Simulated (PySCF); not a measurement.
Species: C4H6NO (doublet state).
Z-matrix (Å and degrees, GFN2-xTB geometry), rows numbered from 1:
```
O 
C   1  1.2075
C   2  1.5247  1  127.32
C   3  1.4733  2  103.87  1   179.94
C   4  1.4807  3  110.58  2     0.08
N   2  1.3514  1  125.44  3  -179.98
H   3  1.0972  2  109.95  1    57.93
H   3  1.0973  2  109.88  1   -58.12
H   4  1.0701  3  125.45  2  -179.97
H   5  1.1038  4  112.66  3   119.77
H   5  1.1039  4  112.67  3  -119.88
H   6  1.0065  2  122.00  1     0.08
```

The hyperfine couplings belong to this conformer and change with its torsions.

As a line formula: `N1C(C[CH]C1)=O` [radical].

Level of theory: UKS B3LYP, pcH-1 on C H N O, non-relativistic, mean-field spin-orbit, GIAO (PySCF 2.14.0). Isolated species at its GFN2-xTB geometry, gas phase. The geometry wasn't refined by DFT: couplings that depend on bond lengths, twists or pyramidal angles can differ widely from those at the functional's own minimum. Stability of the SCF solution: not tested.

The Mulliken spin populations are largest on C4 (+1.02), C3 (-0.09) and C5 (-0.08). No atom but C4 exceeds +0.15. The angles at C4 add up to 360.0°, so it is planar; its axial dipolar tensor and the negative coupling of its proton fit spin in a p orbital normal to that plane.

**Question.** Find Q in a(H) = Q·ρ(C) for the protons on the planar carbons that carry spin.

**Answer.** 
```
 H   C    ρ(C)  a(H) (G)  a/ρ (G)
H9  C4  +1.022    -23.11    -22.6
```

One proton gives one ratio, Q = -22.6 G, and no test of linearity.

**Question.** List the C–H protons on four-coordinate carbons next to a three-coordinate spin centre, with their couplings and θ (C–H bond against the normal to the plane of the centre's neighbours, projected along the bond that joins the two).

**Answer.** 
```json
{"β H": "H7", "on": "C3", "centre": "C4", "θ (°)": "30", "cos²θ": "0.76", "a (G)": "+45.27"}
{"β H": "H8", "on": "C3", "centre": "C4", "θ (°)": "29", "cos²θ": "0.76", "a (G)": "+45.47"}
{"β H": "H10", "on": "C5", "centre": "C4", "θ (°)": "30", "cos²θ": "0.75", "a (G)": "+40.14"}
{"β H": "H11", "on": "C5", "centre": "C4", "θ (°)": "30", "cos²θ": "0.75", "a (G)": "+40.09"}
```

Couplings in gauss use g_iso = 2.0026.

Time: 38 s of wall time (with the writing of density and orbital grids); peak memory 0.83 GiB. Hardware: one thread, Arm Neoverse V1 (aarch64), no GPU, on a shared host.
